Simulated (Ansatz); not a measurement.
Basis-set extrapolation for `F[B+]F` (PBE0-D4/def2-TZVP geometry, frozen core, the Gaussian-basis code of Ansatz). Multiplicity 1, RHF reference.

```
                     cc-pV(T+d)Z  cc-pV(Q+d)Z
                 HF  -223.400380  -223.419678
    MP2 correlation    -0.568572    -0.618298
CCSD(T) correlation    -0.585088    -0.633871
```

Energies in hartree. Use E(X) = E(∞) + A·exp(−5.46·√X) for Hartree–Fock and E(X) = E(∞) + B·X^(−3.05) for correlation, with X = 3 and 4.

Task: What is the CCSD(T) energy at the basis-set limit?

Result: HF limit: -223.419678 + (-0.019298) × 0.30130 = -223.42549. Correlation limit: -0.633871 + (-0.048783) × 0.71189 = -0.66860. Total: -224.09409 hartree, 285.2 kJ/mol below CCSD(T)/cc-pV(T+d)Z.
